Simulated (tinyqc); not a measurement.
Inside a calculation (part 2 of 2). Method: UKS/PBE in the sto-3g basis, for NH, spin multiplicity 3. Computed by tinyqc, a small Python program that keeps every step (integrals from PySCF). Command: `OMP_NUM_THREADS=1 python tinyqc.py 30480 30481 out.jsonl` (the two numbers bound the seeds that draw the settings). One thread of a shared host (Intel(R) Xeon(R) Processor @ 2.60GHz), about 2 s of CPU time with the checks.

Geometry (angstrom):
```
atom         x         y         z
N     0.000000  0.000000  0.000000
H     0.000000  0.000000  1.017000
```

## Iteration 2: diagonalisation and new density

F(alpha) (hartree), order 1N 1s, 1N 2s, 1N 2px, 1N 2py, 1N 2pz, 2H 1s:
$$\begin{pmatrix}
-13.510735 & -3.504323 & 0.004504 & 0.003311 & -0.014820 & -0.870277 \\
-3.504323 & -1.412815 & 0.022735 & 0.016944 & -0.153439 & -0.647289 \\
0.004504 & 0.022735 & -0.053645 & 0.000665 & -0.007496 & 0.005581 \\
0.003311 & 0.016944 & 0.000665 & -0.054412 & -0.003440 & 0.004726 \\
-0.014820 & -0.153439 & -0.007496 & -0.003440 & -0.094007 & -0.347973 \\
-0.870277 & -0.647289 & 0.005581 & 0.004726 & -0.347973 & -0.476774
\end{pmatrix}$$

F(beta) (hartree), order 1N 1s, 1N 2s, 1N 2px, 1N 2py, 1N 2pz, 2H 1s:
$$\begin{pmatrix}
-13.486168 & -3.485893 & 0.003294 & 0.002438 & -0.015319 & -0.866364 \\
-3.485893 & -1.297218 & 0.010230 & 0.007430 & -0.153075 & -0.610531 \\
0.003294 & 0.010230 & 0.098394 & 0.000127 & 0.005239 & 0.004576 \\
0.002438 & 0.007430 & 0.000127 & 0.098237 & 0.002643 & 0.003183 \\
-0.015319 & -0.153075 & 0.005239 & 0.002643 & -0.051082 & -0.331212 \\
-0.866364 & -0.610531 & 0.004576 & 0.003183 & -0.331212 & -0.433589
\end{pmatrix}$$

X, order 1N 1s, 1N 2s, 1N 2px, 1N 2py, 1N 2pz, 2H 1s:
$$\begin{pmatrix}
1.022916 & -0.134227 & 0.000000 & 0.000000 & -0.010840 & 0.025423 \\
-0.134227 & 1.163511 & 0.000000 & 0.000000 & 0.123941 & -0.355843 \\
0.000000 & 0.000000 & 1.000000 & 0.000000 & 0.000000 & 0.000000 \\
0.000000 & 0.000000 & 0.000000 & 1.000000 & 0.000000 & 0.000000 \\
-0.010840 & 0.123941 & 0.000000 & 0.000000 & 1.108248 & -0.311731 \\
0.025423 & -0.355843 & 0.000000 & 0.000000 & -0.311731 & 1.245986
\end{pmatrix}$$

Diagonalise F' = X^T F X, C = X C', fill 5 alpha and 3 beta electrons from the bottom; D(s) = C_occ C_occ^T. Each column has its largest component positive (the first on a tie).

F' = X^T F X (alpha) (hartree):
$$\begin{pmatrix}
-13.241297 & -1.883916 & 0.001778 & 0.001270 & -0.027278 & -0.137212 \\
-1.883916 & -0.683488 & 0.022933 & 0.017162 & -0.010462 & -0.322477 \\
0.001778 & 0.022933 & -0.053645 & 0.000665 & -0.007279 & 0.001315 \\
0.001270 & 0.017162 & 0.000665 & -0.054412 & -0.003221 & 0.001016 \\
-0.027278 & -0.010462 & -0.007279 & -0.003221 & 0.067107 & -0.342321 \\
-0.137212 & -0.322477 & 0.001315 & 0.001016 & -0.342321 & -0.118186
\end{pmatrix}$$

orbital energies (alpha) (hartree): MO1 -13.520404, MO2 -0.652217, MO3 -0.181719, MO4 -0.054789, MO5 -0.049002, MO6 0.374213

coefficients C (alpha), order 1N 1s, 1N 2s, 1N 2px, 1N 2py, 1N 2pz, 2H 1s:
$$\begin{pmatrix}
0.992714 & -0.206272 & -0.168984 & -0.000575 & -0.034628 & 0.085755 \\
0.031969 & 0.692797 & 0.800817 & 0.001427 & 0.156922 & -0.605668 \\
-0.000378 & -0.025543 & -0.137273 & -0.549439 & 0.823783 & 0.001397 \\
-0.000279 & -0.020259 & -0.092022 & 0.835522 & 0.541310 & -0.002643 \\
0.005752 & 0.228355 & -0.471061 & -0.003119 & -0.071746 & -1.030357 \\
-0.010337 & 0.392970 & -0.597448 & 0.003570 & -0.086898 & 1.121556
\end{pmatrix}$$

F' = X^T F X (beta) (hartree):
$$\begin{pmatrix}
-13.218580 & -1.882076 & 0.002056 & 0.001549 & -0.027654 & -0.137984 \\
-1.882076 & -0.557603 & 0.010482 & 0.007513 & -0.005091 & -0.328272 \\
0.002056 & 0.010482 & 0.098394 & 0.000127 & 0.005612 & 0.000512 \\
0.001549 & 0.007513 & 0.000127 & 0.098237 & 0.002831 & 0.000560 \\
-0.027654 & -0.005091 & 0.005612 & 0.002831 & 0.111471 & -0.344630 \\
-0.137984 & -0.328272 & 0.000512 & 0.000560 & -0.344630 & -0.077928
\end{pmatrix}$$

orbital energies (beta) (hartree): MO1 -13.495031, MO2 -0.572385, MO3 -0.103783, MO4 0.098169, MO5 0.098563, MO6 0.428457

coefficients C (beta), order 1N 1s, 1N 2s, 1N 2px, 1N 2py, 1N 2pz, 2H 1s:
$$\begin{pmatrix}
0.993067 & -0.189378 & -0.184548 & -0.000751 & -0.004436 & 0.094938 \\
0.030473 & 0.613812 & 0.848647 & 0.003895 & 0.013016 & -0.644732 \\
-0.000262 & -0.013501 & -0.015150 & -0.564602 & 0.824882 & -0.019565 \\
-0.000194 & -0.009271 & -0.014153 & 0.825356 & 0.564251 & -0.011087 \\
0.005541 & 0.246148 & -0.488606 & 0.000413 & -0.028857 & -1.020138 \\
-0.009788 & 0.461578 & -0.535233 & -0.003803 & 0.021920 & 1.129959
\end{pmatrix}$$

D(alpha) after iteration 2, order 1N 1s, 1N 2s, 1N 2px, 1N 2py, 1N 2pz, 2H 1s:
$$\begin{pmatrix}
1.057784 & -0.251927 & -0.000120 & 0.000227 & 0.040694 & 0.012646 \\
-0.251927 & 1.146925 & 0.000846 & -0.001601 & -0.230109 & -0.220160 \\
-0.000120 & 0.000846 & 0.999998 & 0.000004 & 0.001440 & -0.001567 \\
0.000227 & -0.001601 & 0.000004 & 0.999993 & -0.002723 & 0.002964 \\
0.040694 & -0.230109 & 0.001440 & -0.002723 & 0.279235 & 0.377335 \\
0.012646 & -0.220160 & -0.001567 & 0.002964 & 0.377335 & 0.519040
\end{pmatrix}$$

D(beta) after iteration 2, order 1N 1s, 1N 2s, 1N 2px, 1N 2py, 1N 2pz, 2H 1s:
$$\begin{pmatrix}
1.056104 & -0.242596 & 0.005092 & 0.004175 & 0.049058 & 0.001643 \\
-0.242596 & 1.097895 & -0.021152 & -0.017707 & -0.263396 & -0.171200 \\
0.005092 & -0.021152 & 0.000412 & 0.000340 & 0.004078 & 0.001879 \\
0.004175 & -0.017707 & 0.000340 & 0.000286 & 0.004632 & 0.003298 \\
0.049058 & -0.263396 & 0.004078 & 0.004632 & 0.299355 & 0.375080 \\
0.001643 & -0.171200 & 0.001879 & 0.003298 & 0.375080 & 0.499625
\end{pmatrix}$$

## Iteration 27 (converged): orbitals

converged F(alpha) (hartree), order 1N 1s, 1N 2s, 1N 2px, 1N 2py, 1N 2pz, 2H 1s:
$$\begin{pmatrix}
-13.764664 & -3.558221 & 0.000000 & 0.000000 & -0.016322 & -0.883626 \\
-3.558221 & -1.529359 & 0.000000 & 0.000000 & -0.130760 & -0.665355 \\
0.000000 & 0.000000 & -0.172812 & 0.000000 & 0.000000 & 0.000000 \\
0.000000 & 0.000000 & 0.000000 & -0.172812 & 0.000000 & 0.000000 \\
-0.016322 & -0.130760 & 0.000000 & 0.000000 & -0.205943 & -0.339817 \\
-0.883626 & -0.665355 & 0.000000 & 0.000000 & -0.339817 & -0.410871
\end{pmatrix}$$

converged F(beta) (hartree), order 1N 1s, 1N 2s, 1N 2px, 1N 2py, 1N 2pz, 2H 1s:
$$\begin{pmatrix}
-13.737833 & -3.538338 & 0.000000 & 0.000000 & -0.015314 & -0.879133 \\
-3.538338 & -1.404029 & 0.000000 & 0.000000 & -0.121612 & -0.629767 \\
0.000000 & 0.000000 & -0.011625 & 0.000000 & 0.000000 & 0.000000 \\
0.000000 & 0.000000 & 0.000000 & -0.011625 & 0.000000 & 0.000000 \\
-0.015314 & -0.121612 & 0.000000 & 0.000000 & -0.151680 & -0.327969 \\
-0.879133 & -0.629767 & 0.000000 & 0.000000 & -0.327969 & -0.405165
\end{pmatrix}$$

As before.

F' = X^T F X (alpha) (hartree):
$$\begin{pmatrix}
-13.494743 & -1.893706 & 0.000000 & 0.000000 & -0.030014 & -0.140367 \\
-1.893706 & -0.802818 & 0.000000 & 0.000000 & -0.001101 & -0.335677 \\
0.000000 & 0.000000 & -0.172812 & 0.000000 & 0.000000 & 0.000000 \\
0.000000 & 0.000000 & 0.000000 & -0.172812 & 0.000000 & 0.000000 \\
-0.030014 & -0.001101 & 0.000000 & 0.000000 & -0.063708 & -0.326735 \\
-0.140367 & -0.335677 & 0.000000 & 0.000000 & -0.326735 & -0.026802
\end{pmatrix}$$

orbital energies (alpha) (hartree): MO1 -13.773912, MO2 -0.710682, MO3 -0.251190, MO4 -0.172812, MO5 -0.172812, MO6 0.347713

coefficients C (alpha), order 1N 1s, 1N 2s, 1N 2px, 1N 2py, 1N 2pz, 2H 1s:
$$\begin{pmatrix}
0.992921 & -0.231524 & 0.130349 & 0.000000 & 0.000000 & 0.093010 \\
0.031109 & 0.829476 & -0.624079 & 0.000000 & 0.000000 & -0.659763 \\
0.000000 & 0.000000 & 0.000000 & -0.351550 & 0.936169 & 0.000000 \\
0.000000 & 0.000000 & 0.000000 & 0.936169 & 0.351550 & 0.000000 \\
0.005726 & 0.221214 & 0.649305 & 0.000000 & 0.000000 & -0.932901 \\
-0.010086 & 0.244233 & 0.473701 & 0.000000 & 0.000000 & 1.221795
\end{pmatrix}$$

F' = X^T F X (beta) (hartree):
$$\begin{pmatrix}
-13.469872 & -1.892019 & 0.000000 & 0.000000 & -0.030233 & -0.141326 \\
-1.892019 & -0.664803 & 0.000000 & 0.000000 & 0.016898 & -0.335972 \\
0.000000 & 0.000000 & -0.011625 & 0.000000 & 0.000000 & 0.000000 \\
0.000000 & 0.000000 & 0.000000 & -0.011625 & 0.000000 & 0.000000 \\
-0.030233 & 0.016898 & 0.000000 & 0.000000 & -0.003051 & -0.330163 \\
-0.141326 & -0.335972 & 0.000000 & 0.000000 & -0.330163 & -0.035606
\end{pmatrix}$$

orbital energies (beta) (hartree): MO1 -13.746231, MO2 -0.615452, MO3 -0.198140, MO4 -0.011625, MO5 -0.011625, MO6 0.386491

coefficients C (beta), order 1N 1s, 1N 2s, 1N 2px, 1N 2py, 1N 2pz, 2H 1s:
$$\begin{pmatrix}
0.993299 & -0.212321 & -0.151649 & 0.000000 & 0.000000 & 0.102066 \\
0.029497 & 0.732582 & 0.706223 & 0.000000 & 0.000000 & -0.690985 \\
0.000000 & 0.000000 & 0.000000 & 0.045851 & 0.998948 & 0.000000 \\
0.000000 & 0.000000 & 0.000000 & 0.998948 & -0.045851 & 0.000000 \\
0.005346 & 0.229355 & -0.614191 & 0.000000 & 0.000000 & -0.954467 \\
-0.009464 & 0.351455 & -0.464776 & 0.000000 & 0.000000 & 1.198875
\end{pmatrix}$$

D(alpha) after iteration 27, order 1N 1s, 1N 2s, 1N 2px, 1N 2py, 1N 2pz, 2H 1s:
$$\begin{pmatrix}
1.056487 & -0.242502 & 0.000000 & 0.000000 & 0.039105 & -0.004814 \\
-0.242502 & 1.078473 & 0.000000 & 0.000000 & -0.221547 & -0.093356 \\
0.000000 & 0.000000 & 1.000000 & 0.000000 & 0.000000 & 0.000000 \\
0.000000 & 0.000000 & 0.000000 & 1.000000 & 0.000000 & 0.000000 \\
0.039105 & -0.221547 & 0.000000 & 0.000000 & 0.470565 & 0.361546 \\
-0.004814 & -0.093356 & 0.000000 & 0.000000 & 0.361546 & 0.284144
\end{pmatrix}$$

D(beta) after iteration 27, order 1N 1s, 1N 2s, 1N 2px, 1N 2py, 1N 2pz, 2H 1s:
$$\begin{pmatrix}
1.054720 & -0.233341 & 0.000000 & 0.000000 & 0.049754 & -0.013539 \\
-0.233341 & 1.036299 & 0.000000 & 0.000000 & -0.265577 & -0.071045 \\
0.000000 & 0.000000 & 0.000000 & 0.000000 & 0.000000 & 0.000000 \\
0.000000 & 0.000000 & 0.000000 & 0.000000 & 0.000000 & 0.000000 \\
0.049754 & -0.265577 & 0.000000 & 0.000000 & 0.429863 & 0.366018 \\
-0.013539 & -0.071045 & 0.000000 & 0.000000 & 0.366018 & 0.339627
\end{pmatrix}$$

Within a degenerate level the vectors are fixed only up to a rotation; this is one choice.

## Convergence

Stop when the energy changes by less than 1e-08 hartree and every element of the error matrix X^T (F D S - S D F) X (for each spin) is below 3e-05.

Course of the cycle:
```
iteration   E (hartree)     change  largest element of the error matrix
1          -36.86420090          -                             4.57e+00
2          -54.30345125  -1.74e+01                             2.45e-01
3          -54.38204886  -7.86e-02                             1.61e-01
4          -54.40513348  -2.31e-02                             9.93e-02
5          -54.41495353  -9.82e-03                             7.01e-02
6          -54.41961846  -4.66e-03                             4.66e-02
7          -54.42179057  -2.17e-03                             3.31e-02
8          -54.42284214  -1.05e-03                             2.26e-02
9          -54.42334226  -5.00e-04                             1.58e-02
10         -54.42358424  -2.42e-04                             1.09e-02
11         -54.42370019  -1.16e-04                             7.61e-03
12         -54.42375619  -5.60e-05                             5.26e-03
13         -54.42378310  -2.69e-05                             3.66e-03
14         -54.42379608  -1.30e-05                             2.54e-03
15         -54.42380232  -6.25e-06                             1.76e-03
16         -54.42380533  -3.01e-06                             1.22e-03
17         -54.42380678  -1.45e-06                             8.48e-04
18         -54.42380748  -6.98e-07                             5.89e-04
19         -54.42380782  -3.36e-07                             4.09e-04
20         -54.42380798  -1.62e-07                             2.84e-04
21         -54.42380806  -7.80e-08                             1.97e-04
22         -54.42380809  -3.76e-08                             1.37e-04
23         -54.42380811  -1.81e-08                             9.48e-05
24         -54.42380812  -8.72e-09                             6.58e-05
25         -54.42380812  -4.20e-09                             4.57e-05
26         -54.42380813  -2.02e-09                             3.17e-05
27         -54.42380813  -9.74e-10                             2.20e-05
```

PySCF UKS in the same basis, fine grid, after a stability check = -54.41708751 hartree

Converged in 27 iterations. The coarse grid moves the energy by -6.72e-03 hartree.

## Populations, bond orders and dipole

overlap S, order 1N 1s, 1N 2s, 1N 2px, 1N 2py, 1N 2pz, 2H 1s:
$$\begin{pmatrix}
1.000000 & 0.235038 & 0.000000 & 0.000000 & 0.000000 & 0.057729 \\
0.235038 & 1.000000 & 0.000000 & 0.000000 & 0.000000 & 0.491789 \\
0.000000 & 0.000000 & 1.000000 & 0.000000 & 0.000000 & 0.000000 \\
0.000000 & 0.000000 & 0.000000 & 1.000000 & 0.000000 & 0.000000 \\
0.000000 & 0.000000 & 0.000000 & 0.000000 & 1.000000 & 0.437985 \\
0.057729 & 0.491789 & 0.000000 & 0.000000 & 0.437985 & 1.000000
\end{pmatrix}$$

Mulliken: Z minus the diagonal of D S on the atom; Loewdin: the same with S^(1/2) D S^(1/2); Mayer order: 2 sum_s sum (D(s) S)_ij (D(s) S)_ji over the two atoms.

Charges (e):
```
atom   Mulliken    Loewdin  Mulliken spin
1N    -0.139477  -0.083248       2.067910
2H     0.139477   0.083248      -0.067910
```

Mayer bond orders:
```
pair     order
2-1   0.975934
```

dipole moment about the origin, x y z (debye): [0.000000, 0.000000, 1.289539]

<S^2> of the determinant (pure state: 2) = 2.003025
